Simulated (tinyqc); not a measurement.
Inside a calculation. Method: UHF in the sto-6g basis, for CH2, spin multiplicity 1. One step of it, computed by the program tinyqc.

Problem. Iteration 1: building the Fock matrix. J_ij = sum D_kl (ij|kl) with D = D(alpha) + D(beta), K_ij = sum D_kl (ik|jl) for each spin; F = H + J - K(s); E = tr D H + tr D J / 2 - 0.5 sum_s tr D(s) K(s) + E_nn.

D(alpha) at the start, lower triangle:
```
            1C 1s      1C 2s     1C 2px     1C 2py     1C 2pz     2H 1s     3H 1s
1C 1s    1.061366
1C 2s   -0.270061   1.173325
1C 2px   0.037987  -0.164841   0.848353
1C 2py   0.002414  -0.017098  -0.000236   1.207399
1C 2pz  -0.111199   0.530123   0.321236  -0.008682   0.429393
2H 1s    0.046218  -0.188691  -0.010995  -0.162883  -0.103252  0.054815
3H 1s    0.049615  -0.203755  -0.011477   0.175282  -0.111214  0.010955  0.061901
```

D(beta) at the start, lower triangle:
```
            1C 1s      1C 2s     1C 2px     1C 2py     1C 2pz     2H 1s     3H 1s
1C 1s    1.061366
1C 2s   -0.270061   1.173325
1C 2px  -0.037987   0.164841   0.848353
1C 2py   0.002414  -0.017098   0.000236   1.207399
1C 2pz  -0.111199   0.530123  -0.321236  -0.008682   0.429393
2H 1s    0.046218  -0.188691   0.010995  -0.162883  -0.103252  0.054815
3H 1s    0.049615  -0.203755   0.011477   0.175282  -0.111214  0.010955  0.061901
```

core Hamiltonian H = T + V (hartree), lower triangle:
```
             1C 1s      1C 2s     1C 2px     1C 2py     1C 2pz      2H 1s      3H 1s
1C 1s   -18.863038
1C 2s    -4.335886  -5.571073
1C 2px    0.000000   0.000000  -4.506969
1C 2py    0.001327   0.009986   0.000000  -4.661867
1C 2pz   -0.018595  -0.184612   0.000000   0.005403  -4.583227
2H 1s    -0.955510  -2.174470   0.000000  -1.504621  -1.099858  -3.413300
3H 1s    -1.089390  -2.366206   0.000000   1.600989  -1.169152  -0.680346  -3.538679
```

Two-electron integrals (ij|kl) in chemists' order, unique and non-zero (hartree):
```
(11|11) 3.543743    (21|11) 0.529462    (21|21) 0.100317    (22|11) 0.853596
(22|21) 0.199930    (22|22) 0.624844    (31|31) 0.021271    (32|31) 0.031868
(32|32) 0.138108    (33|11) 0.853598    (33|21) 0.199930    (33|22) 0.624843
(33|33) 0.673218    (41|41) 0.021271    (42|41) 0.031868    (42|42) 0.138108
(43|43) 0.036281    (44|11) 0.853598    (44|21) 0.199930    (44|22) 0.624843
(44|33) 0.600655    (44|44) 0.673218    (51|51) 0.021271    (52|51) 0.031868
(52|52) 0.138108    (53|53) 0.036281    (54|54) 0.036281    (55|11) 0.853598
(55|21) 0.199930    (55|22) 0.624843    (55|33) 0.600655    (55|44) 0.600655
(55|55) 0.673218    (61|11) 0.121976    (61|21) 0.022245    (61|22) 0.043604
(61|33) 0.043439    (61|41) 0.001194    (61|42) 0.002310    (61|44) 0.043770
(61|51) 0.000838    (61|52) 0.001621    (61|54) 0.000233    (61|55) 0.043602
(61|61) 0.005073    (62|11) 0.290662    (62|21) 0.069081    (62|22) 0.237583
(62|33) 0.231959    (62|41) 0.005750    (62|42) 0.038314    (62|44) 0.243264
(62|51) 0.004035    (62|52) 0.026883    (62|54) 0.007933    (62|55) 0.237525
(62|61) 0.015808    (62|62) 0.119248    (63|31) 0.007419    (63|32) 0.037905
(63|43) 0.007484    (63|53) 0.005251    (63|63) 0.014554    (64|11) 0.204409
(64|21) 0.049265    (64|22) 0.179391    (64|33) 0.170443    (64|41) 0.010945
(64|42) 0.064517    (64|44) 0.193368    (64|51) 0.002474    (64|52) 0.018673
(64|54) 0.010834    (64|55) 0.174361    (64|61) 0.011821    (64|62) 0.106895
(64|64) 0.108596    (65|11) 0.143426    (65|21) 0.034568    (65|22) 0.125872
(65|33) 0.119594    (65|41) 0.002474    (65|42) 0.018673    (65|44) 0.125177
(65|51) 0.009155    (65|52) 0.051007    (65|54) 0.011401    (65|55) 0.132845
(65|61) 0.008294    (65|62) 0.075005    (65|64) 0.065986    (65|65) 0.060854
(66|11) 0.442931    (66|21) 0.107329    (66|22) 0.418660    (66|33) 0.396663
(66|41) 0.011192    (66|42) 0.099569    (66|44) 0.440883    (66|51) 0.007853
(66|52) 0.069864    (66|54) 0.031028    (66|55) 0.418434    (66|61) 0.024989
(66|62) 0.266955    (66|64) 0.264344    (66|65) 0.185480    (66|66) 0.774999
(71|11) 0.139263    (71|21) 0.025385    (71|22) 0.049714    (71|33) 0.049526
(71|41) -0.001360   (71|42) -0.002624   (71|44) 0.049905    (71|51) 0.000954
(71|52) 0.001841    (71|54) -0.000266   (71|55) 0.049713    (71|61) 0.005621
(71|62) 0.016913    (71|64) 0.011461    (71|65) 0.008880    (71|66) 0.026153
(71|71) 0.006606    (72|11) 0.318342    (72|21) 0.075586    (72|22) 0.258316
(72|33) 0.252335    (72|41) -0.006280   (72|42) -0.041092   (72|44) 0.264360
(72|51) 0.004406    (72|52) 0.028832    (72|54) -0.008437   (72|55) 0.258255
(72|61) 0.016232    (72|62) 0.093964    (72|64) 0.060549    (72|65) 0.057440
(72|66) 0.164662    (72|71) 0.019709    (72|72) 0.138476    (73|31) 0.008297
(73|32) 0.041868    (73|43) -0.008116   (73|53) 0.005695    (73|63) 0.010934
(73|73) 0.017357    (74|11) -0.219140   (74|21) -0.052785   (74|22) -0.191054
(74|33) -0.181470   (74|41) 0.012098    (74|42) 0.069992    (74|44) -0.206092
(74|51) -0.002667   (74|52) -0.019733   (74|54) 0.011581    (74|55) -0.185600
(74|61) -0.010744   (74|62) -0.058759   (74|64) -0.028108   (74|65) -0.035234
(74|66) -0.094725   (74|71) -0.014463   (74|72) -0.121721   (74|74) 0.122385
(75|11) 0.153757    (75|21) 0.037036    (75|22) 0.134051    (75|33) 0.127326
(75|41) -0.002667   (75|42) -0.019733   (75|44) 0.133213    (75|51) 0.010168
(75|52) 0.055713    (75|54) -0.012246   (75|55) 0.141614    (75|61) 0.008363
(75|62) 0.056628    (75|64) 0.035705    (75|65) 0.044799    (75|66) 0.105407
(75|71) 0.010148    (75|72) 0.085404    (75|74) -0.073692   (75|75) 0.069062
(76|11) 0.083763    (76|21) 0.019993    (76|22) 0.071520    (76|33) 0.069491
(76|41) 0.000029    (76|42) 0.000282    (76|44) 0.071411    (76|51) 0.001899
(76|52) 0.013528    (76|54) 0.000083    (76|55) 0.073660    (76|61) 0.004478
(76|62) 0.032915    (76|64) 0.025649    (76|65) 0.022671    (76|66) 0.070024
(76|71) 0.005098    (76|72) 0.035136    (76|74) -0.026558   (76|75) 0.023829
(76|76) 0.011055    (77|11) 0.463673    (77|21) 0.112252    (77|22) 0.433781
(77|33) 0.410814    (77|41) -0.012065   (77|42) -0.104056   (77|44) 0.456985
(77|51) 0.008465    (77|52) 0.073010    (77|54) -0.032395   (77|55) 0.433544
(77|61) 0.023978    (77|62) 0.156631    (77|64) 0.092727    (77|65) 0.101826
(77|66) 0.280362    (77|71) 0.029831    (77|72) 0.290898    (77|74) -0.282999
(77|75) 0.198563    (77|76) 0.070024    (77|77) 0.774999
```

nuclear repulsion = 5.82418790 hartree

Give: Coulomb J; exchange K(alpha); exchange K(beta); F(alpha); F(beta); total energy of this density.

Solution.

Coulomb J (hartree), lower triangle:
```
          1C 1s   1C 2s  1C 2px   1C 2py  1C 2pz   2H 1s   3H 1s
1C 1s   12.4627
1C 2s    2.3005  5.5363
1C 2px   0.0000  0.0000  5.5610
1C 2py   0.0000  0.0015  0.0000   5.5685
1C 2pz   0.0420  0.1810  0.0000   0.0008  5.4794
2H 1s    0.5174  2.0600  0.0000   1.5238  1.1053  3.4753
3H 1s    0.5903  2.2430  0.0000  -1.6236  1.1799  0.6154  3.6086
```

exchange K(alpha) (hartree), lower triangle:
```
          1C 1s    1C 2s   1C 2px   1C 2py  1C 2pz   2H 1s   3H 1s
1C 1s    3.6517
1C 2s    0.6011   0.8721
1C 2px  -0.0062  -0.1233   0.7625
1C 2py   0.0000   0.0006   0.0001   0.8488
1C 2pz   0.0134   0.2572   0.2017   0.0005  0.4326
2H 1s    0.1452   0.3224  -0.0079   0.1938  0.1510  0.1921
3H 1s    0.1651   0.3538  -0.0093  -0.2087  0.1644  0.0939  0.2268
```

exchange K(beta) (hartree), lower triangle:
```
         1C 1s   1C 2s   1C 2px   1C 2py  1C 2pz   2H 1s   3H 1s
1C 1s   3.6517
1C 2s   0.6011  0.8721
1C 2px  0.0062  0.1233   0.7625
1C 2py  0.0000  0.0006  -0.0001   0.8488
1C 2pz  0.0134  0.2572  -0.2017   0.0005  0.4326
2H 1s   0.1452  0.3224   0.0079   0.1938  0.1510  0.1921
3H 1s   0.1651  0.3538   0.0093  -0.2087  0.1644  0.0939  0.2268
```

F(alpha) (hartree), lower triangle:
```
           1C 1s    1C 2s   1C 2px   1C 2py   1C 2pz    2H 1s    3H 1s
1C 1s   -10.0520
1C 2s    -2.6365  -0.9069
1C 2px    0.0062   0.1233   0.2915
1C 2py    0.0013   0.0109  -0.0001   0.0578
1C 2pz    0.0100  -0.2608  -0.2017   0.0057   0.4635
2H 1s    -0.5833  -0.4368   0.0079  -0.1747  -0.1456  -0.1301
3H 1s    -0.6642  -0.4769   0.0093   0.1861  -0.1537  -0.1589  -0.1569
```

F(beta) (hartree), lower triangle:
```
           1C 1s    1C 2s   1C 2px   1C 2py   1C 2pz    2H 1s    3H 1s
1C 1s   -10.0520
1C 2s    -2.6365  -0.9069
1C 2px   -0.0062  -0.1233   0.2915
1C 2py    0.0013   0.0109   0.0001   0.0578
1C 2pz    0.0100  -0.2608   0.2017   0.0057   0.4635
2H 1s    -0.5833  -0.4368  -0.0079  -0.1747  -0.1456  -0.1301
3H 1s    -0.6642  -0.4769  -0.0093   0.1861  -0.1537  -0.1589  -0.1569
```

total energy of this density = -37.134264 hartree

This density is the starting one.
